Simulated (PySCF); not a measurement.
Working out the ionisation energy of Si

Si [Ne] 3s2 3p2 (3P) → Si⁺ [Ne] 3s2 3p1 (2P). Computed with PySCF 2.14 in aug-cc-pCVTZ-DK with one added diffuse shell each of s, p, d, f type (9s8p6d4f, 91 functions), with scalar relativity by spin-free X2C-1e. Frozen: [Ne]. Energies in hartree (1 hartree = 27.21139 eV):

```tsv
part	Si (lower)	Si⁺ (upper)
UHF	-289.459298	-289.179024
CCSD correlation	-0.075071	-0.058921
(T)	-0.002590	-0.001105
```

Q: What does Hartree-Fock give?

A: (-289.179024) − (-289.459298) = 0.280274 hartree = 7.627 eV.

Q: What do CCSD and CCSD(T) give?

A: The CCSD correlation energies differ by 0.016150 hartree = 0.439 eV and the triples by 0.001485 hartree = 0.040 eV, so CCSD gives 8.066 eV and CCSD(T) 8.106 eV.

Measured between the centres of the two terms (NIST): 8.157 eV, so CCSD(T) (valence) is off by -0.051 eV.

What remains against the reference includes basis incompleteness, the frozen core and higher excitations.
